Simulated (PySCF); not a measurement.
**One shape, several levels: BH5S (SMILES [H]B([H])([H])<-S)**

We compute a comparison of 6 runs (B2PLYP/STO-6G, B3LYP/STO-6G, M06-2X/STO-6G, PBE/STO-6G, r2SCAN/STO-6G, wB97X-V/STO-6G) of BH5S. 

The results are computed with PySCF 2.14.0.

### Step 1. The system as given

BH5S: 7 atoms, total charge 0, spin state singlet. As SMILES, `[H]B([H])([H])<-S`. The shape is that of a GFN2-xTB optimisation.

Bond lengths: B1–S2 2.040 Å, S2–H3 1.336 Å, S2–H4 1.337 Å, B1–H5 1.181 Å, B1–H6 1.184 Å, B1–H7 1.181 Å. Angles: B1–S2–H3 98.0°, B1–S2–H4 98.0°, S2–B1–H5 102.5°, S2–B1–H6 103.4°, S2–B1–H7 102.5°, H3–S2–H4 92.0°, H5–B1–H6 115.4°, H5–B1–H7 114.9°, H6–B1–H7 115.4°.

### Step 2. A single-point energy at B2PLYP/STO-6G (run 1)

File geometry.xyz:

```xyz
7

B      0.127630    -0.217240    -0.817090
S      0.134050    -0.231310     1.222430
H      0.506250     1.037510     1.415020
H     -1.154430     0.067690     1.414850
H      1.280190    -0.216980    -1.075620
H     -0.453000     0.779570    -1.081760
H     -0.440700    -1.219250    -1.077830
```

File run.py:

```python
from pyscf import gto, dft, mp

molecule = gto.M(
    atom='geometry.xyz',
    charge=0,
    basis='sto-6g',
    verbose=3,
    spin=0,
    max_memory=1860,
)

calc0 = dft.RKS(molecule)
calc0.xc = '0.53*HF + 0.47*B88, 0.73*LYP'
calc0.grids.level = 5
calc0.conv_tol = 1e-10
calc0.kernel()
if not calc0.converged:
    calc0 = calc0.newton().run(calc0.mo_coeff, calc0.mo_occ)

pt = mp.MP2(calc0, frozen=6).run()
e_tot = calc0.e_tot + 0.27 * pt.e_corr
print('PT2 part  %.8f' % (0.27 * pt.e_corr))
print('E(%s) = %.9f' % ('B2PLYP', e_tot))
```

Run with:

```console
$ OMP_NUM_THREADS=1 python run.py
```

The log of the run:

```text
converged SCF energy = -424.315608292086
E(RMP2) = -424.410297048878  E_corr = -0.0946887567915839
E(SCS-RMP2) = -424.425628943582  E_corr = -0.110020651495796
PT2 part  -0.02556596
E(B2PLYP) = -424.341174256
```

It took 3.9 s on 1 thread of Arm Neoverse V1, shared host; peak memory 0.2 GiB.

### Step 3. The energy at B3LYP/STO-6G (run 2)

File input.py:

```python
from pyscf import gto, dft

molecule = gto.Mole()
molecule.atom = [
    ('B', (0.127630, -0.217240, -0.817090)),
    ('S', (0.134050, -0.231310, 1.222430)),
    ('H', (0.506250, 1.037510, 1.415020)),
    ('H', (-1.154430, 0.067690, 1.414850)),
    ('H', (1.280190, -0.216980, -1.075620)),
    ('H', (-0.453000, 0.779570, -1.081760)),
    ('H', (-0.440700, -1.219250, -1.077830)),
]
molecule.max_memory = 1860
molecule.verbose = 4
molecule.basis = 'sto-6g'
molecule.build()

ks = dft.RKS(molecule, xc='b3lyp')
ks.grids.level = 5
ks.conv_tol = 1e-10
ks.kernel()
if not ks.converged:
    ks = ks.newton().run(ks.mo_coeff, ks.mo_occ)

e_tot = ks.e_tot
print(f'total energy: {e_tot:.8f} hartree')
```

Run with:

```console
$ OMP_NUM_THREADS=1 python input.py
```

The log of the run:

```text
PySCF version 2.14.0

[INPUT] num. atoms = 7
[INPUT] num. electrons = 26
[INPUT] charge = 0
[INPUT] spin (= nelec alpha-beta = 2S) = 0
[INPUT] symmetry False subgroup None
[INPUT] Mole.unit = angstrom
[INPUT] Symbol           X                Y                Z      unit          X                Y                Z       unit  Magmom
[INPUT]  1 B      0.127630000000  -0.217240000000  -0.817090000000 AA    0.241185745278  -0.410524103301  -1.544076319121 Bohr   0.0
[INPUT]  2 S      0.134050000000  -0.231310000000   1.222430000000 AA    0.253317786998  -0.437112549873   2.310057906452 Bohr   0.0
[INPUT]  3 H      0.506250000000   1.037510000000   1.415020000000 AA    0.956673850561   1.960609751497   2.674000260782 Bohr   0.0
[INPUT]  4 H     -1.154430000000   0.067690000000   1.414850000000 AA   -2.181556529982   0.127915561372   2.673679007341 Bohr   0.0
[INPUT]  5 H      1.280190000000  -0.216980000000  -1.075620000000 AA    2.419208487407  -0.410032774508  -2.032627214105 Bohr   0.0
[INPUT]  6 H     -0.453000000000   0.779570000000  -1.081760000000 AA   -0.856045934428   1.473173794927  -2.044230132510 Bohr   0.0
[INPUT]  7 H     -0.440700000000  -1.219250000000  -1.077830000000 AA   -0.832802303096  -2.304048577376  -2.036803508840 Bohr   0.0

nuclear repulsion = 54.1895368309083
number of shells = 13
number of NR pGTOs = 114
number of NR cGTOs = 19
basis = sto-6g
ecp = {}

******** <class 'pyscf.dft.rks.RKS'> ********
method = RKS
initial guess = minao
damping factor = 0
level_shift factor = 0
DIIS = <class 'pyscf.scf.diis.CDIIS'>
diis_start_cycle = 1
diis_space = 8
diis_damp = 0
SCF conv_tol = 1e-10
SCF conv_tol_grad = None
SCF max_cycles = 50
direct_scf = True
direct_scf_tol = 1e-13
XC library pyscf.dft.libxc version 7.0.0
    S. Lehtola, C. Steigemann, M. J.T. Oliveira, and M. A.L. Marques.,  SoftwareX 7, 1–5 (2018)
XC functionals = b3lyp
    P. J. Stephens, F. J. Devlin, C. F. Chabalowski, and M. J. Frisch.,  J. Phys. Chem. 98, 11623 (1994)
radial grids:
    Treutler-Ahlrichs [JCP 102, 346 (1995); DOI:10.1063/1.469408] (M4) radial grids

becke partition: Becke, JCP 88, 2547 (1988); DOI:10.1063/1.454033
pruning grids: <function nwchem_prune>
grids dens level: 5
symmetrized grids: False
atomic radii adjust function: <function treutler_atomic_radii_adjust>
small_rho_cutoff = 0
Set gradient conv threshold to 1e-05
Initial guess from minao.
tot grids = 203912
init E= -424.342631913242
  HOMO = -0.298303894728019  LUMO = 0.115590365769878  gap/eV = 11.26264
cycle= 1 E= -424.569107951449  delta_E= -0.226  |g|= 0.198  |ddm|=  2.7
  HOMO = -0.19458988891764  LUMO = 0.123918318732509  gap/eV = 8.66705
cycle= 2 E= -424.589912484242  delta_E= -0.0208  |g|= 0.0926  |ddm|= 0.683
  HOMO = -0.230918460734696  LUMO = 0.148955656563615  gap/eV = 10.33690
cycle= 3 E= -424.593603956542  delta_E= -0.00369  |g|= 0.0171  |ddm|= 0.195
  HOMO = -0.231246304928223  LUMO = 0.154327843221202  gap/eV = 10.49201
cycle= 4 E= -424.593711155809  delta_E= -0.000107  |g|= 0.00111  |ddm|= 0.0279
  HOMO = -0.231335192678575  LUMO = 0.154241193871152  gap/eV = 10.49207
cycle= 5 E= -424.593711581122  delta_E= -4.25e-07  |g|= 0.000599  |ddm|= 0.00294
  HOMO = -0.231303135490443  LUMO = 0.154127807903335  gap/eV = 10.48811
cycle= 6 E= -424.593711733714  delta_E= -1.53e-07  |g|= 3.12e-05  |ddm|= 0.0011
  HOMO = -0.231289279395199  LUMO = 0.154128121498597  gap/eV = 10.48774
cycle= 7 E= -424.593711734158  delta_E= -4.44e-10  |g|= 2.66e-06  |ddm|= 6.4e-05
  HOMO = -0.231290005242616  LUMO = 0.15412793088781  gap/eV = 10.48776
cycle= 8 E= -424.593711734163  delta_E= -4.66e-12  |g|= 1.85e-07  |ddm|= 6.63e-06
  HOMO = -0.231290005450287  LUMO = 0.154128009221238  gap/eV = 10.48776
Extra cycle  E= -424.593711734163  delta_E= -1.14e-13  |g|= 1.07e-07  |ddm|= 5.69e-07
converged SCF energy = -424.593711734163
total energy: -424.59371173 hartree
```

Run time: 5.4 s. Hardware: 1 thread of Arm Neoverse V1, shared host; peak memory 0.2 GiB.

### Step 4. A single-point energy at M06-2X/STO-6G (run 3)

File calc.py:

```python
from pyscf import gto, dft

mol = gto.M(
    atom='''
B    0.127630  -0.217240  -0.817090
S    0.134050  -0.231310   1.222430
H    0.506250   1.037510   1.415020
H   -1.154430   0.067690   1.414850
H    1.280190  -0.216980  -1.075620
H   -0.453000   0.779570  -1.081760
H   -0.440700  -1.219250  -1.077830
''',
    verbose=3,
    max_memory=1860,
    basis='sto-6g',
    charge=0,
    spin=0,
)

myscf = dft.RKS(mol, xc='m06-2x')
myscf.conv_tol = 1e-10
myscf.grids.level = 5
myscf.kernel()
if not myscf.converged:
    myscf = myscf.newton().run(myscf.mo_coeff, myscf.mo_occ)

etot = myscf.e_tot
print('E(%s) = %.9f' % ('M06-2X', etot))
```

Run with:

```console
$ OMP_NUM_THREADS=1 python calc.py
```

The log of the run:

```text
converged SCF energy = -424.518752010466
E(M06-2X) = -424.518752010
```

It took 5.1 s on 1 thread of Arm Neoverse V1, shared host; peak memory 0.21 GiB.

Runs 4 to 5 aren't shown in full; the table further down has their settings and results.

### Step 5. The energy at wB97X-V/STO-6G (run 6)

File run.py:

```python
from pyscf import gto, dft

mol = gto.M(
    atom='''
B      0.241186    -0.410524    -1.544076
S      0.253318    -0.437113     2.310058
H      0.956674     1.960610     2.674000
H     -2.181557     0.127916     2.673679
H      2.419208    -0.410033    -2.032627
H     -0.856046     1.473174    -2.044230
H     -0.832802    -2.304049    -2.036804
''',
    verbose=3,
    unit='bohr',
    charge=0,
    max_memory=1860,
    basis='sto-6g',
)

mf = dft.RKS(mol, xc='wb97x-v')
mf.conv_tol = 1e-10
mf.nlcgrids.level = 1
mf.grids.level = 5
mf.kernel()
if not mf.converged:
    mf = mf.newton().run(mf.mo_coeff, mf.mo_occ)

etot = mf.e_tot
print('E = %.10f Eh' % etot)
```

Run with:

```console
$ OMP_NUM_THREADS=1 python run.py
```

The log of the run:

```text
converged SCF energy = -424.522308388936
E = -424.5223083889 Eh
```

It took 27 s on 1 thread of Arm Neoverse V1, shared host; peak memory 0.2 GiB.

### Step 6. All runs side by side

| run | level | frozen core orbitals | nlc grid | energy (Eh) | dipole moment (D) | HOMO energy (eV) | LUMO energy (eV) | wall time |
| --- | --- | --- | --- | --- | --- | --- | --- | --- |
| 1 | B2PLYP/STO-6G | 6 | – | -424.341174 | 4.74 | -7.96 | 6.57 | 3.9 s |
| 2 | B3LYP/STO-6G | – | – | -424.593712 | 4.81 | -6.29 | 4.19 | 5.4 s |
| 3 | M06-2X/STO-6G | – | – | -424.518752 | 4.79 | -7.87 | 5.81 | 5.1 s |
| 4 | PBE/STO-6G | – | – | -424.337251 | 4.90 | -4.89 | 3.14 | 6.6 s |
| 5 | r2SCAN/STO-6G | – | – | -424.546244 | 4.88 | -5.34 | 3.50 | 9 s |
| 6 | wB97X-V/STO-6G | – | 1 | -424.522308 | 4.81 | -9.07 | 7.16 | 27 s |

### Step 7. Outcome

```
            quantity          value
 run 6: total energy  -424.52231 Eh
run 6: dipole moment         4.81 D
  run 6: HOMO energy       -9.07 eV
  run 6: LUMO energy        7.16 eV
run 6: HOMO–LUMO gap       16.22 eV
```

**Reading.** The dipole moment (its size) runs from 4.74 D (B2PLYP/STO-6G) to 4.90 D (PBE/STO-6G). A double hybrid's value is that of its SCF part. The HOMO–LUMO gap runs from 8.03 eV (PBE/STO-6G) to 16.22 eV (wB97X-V/STO-6G). Totals of different functionals can't be ranked against each other. In runs 1, 2, 3, 4, 5, 6 the basis is minimal, so the values are rough. All runs together took 57 s, the longest 27 s.
